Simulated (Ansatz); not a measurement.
What does this script print? It uses Ansatz's Python interface.

`methods_c3h6n2.py`
```python
# -*- coding: utf-8 -*-
"""C3H6N2 at several levels of theory."""

from pathlib import Path

import ansatz as az
import numpy as np
from rdkit import Chem
from rdkit.Chem import AllChem

# a force-field geometry from the SMILES
rd = Chem.AddHs(Chem.MolFromSmiles("CNC1=CN1"))
AllChem.EmbedMolecule(rd, randomSeed=515)
AllChem.UFFOptimizeMolecule(rd)
mol = az.Crystal.molecule()
for atom, xyz in zip(rd.GetAtoms(), rd.GetConformer().GetPositions()):
    mol = mol.atom(atom.GetSymbol(), xyz.round(5).tolist())

base = mol.calculation().basis(gaussian="def2-SVP")

print("functional    E (Ha)        dipole (D)   HOMO (eV)  LUMO (eV)")
for name in ["pbe", "hse06", "lda", "r2scan0"]:
    data = base.functional(name).forces().orbitals().run(runs_dir="runs").report
    lines = Path(data["orbitals_path"]).read_text().splitlines()
    field_of = lambda key: [line.split("=")[1].strip() for line in lines if line.startswith(key)]
    orbitals = [(27.211386 * float(e), s, float(n)) for e, s, n in zip(field_of("Ene="), field_of("Spin="), field_of("Occup="))]
    homo = max(e for e, _, n in orbitals if n > 0.5)
    lumo = min(e for e, _, n in orbitals if n < 0.5)
    dipole = 4.803205 * np.linalg.norm(data["charge_distribution"]["dipole_moment_e_ang"])
    print(f"{name:10s} {data['free_energy_ev'] / 27.211386246:14.6f} {dipole:9.3f} {homo:11.3f} {lumo:10.3f}")
```

```console
$ python methods_c3h6n2.py
functional    E (Ha)        dipole (D)   HOMO (eV)  LUMO (eV)
pbe           -226.761857     2.570      -1.130      0.194
hse06         -226.760709     2.549      -2.030      0.783
lda           -225.064584     2.604      -1.243      0.002
r2scan0       -226.867096     2.596      -2.562      1.285
```

Total energies depend on the basis set; only differences at equal settings carry meaning. The geometry is a force-field or estimated start, not a minimum of this method, and the basis set is short of its limit. A lower total doesn't mark the better method: functionals have no common bound, and MP2 and coupled cluster aren't variational. Levels such as HOMO and LUMO are orbital energies: with these approximate functionals they aren't the ionisation energy and electron affinity, and their gap isn't the fundamental gap. hse06 follows the composition of plane-wave codes, whose totals differ by tens of mHa, up to about 0.1 Ha, from the form usual in Gaussian-basis programs (wpbeh). Hardware and time: 18 s on 1 thread of Arm Neoverse V1 (shared host), peak memory 0.33 GiB.
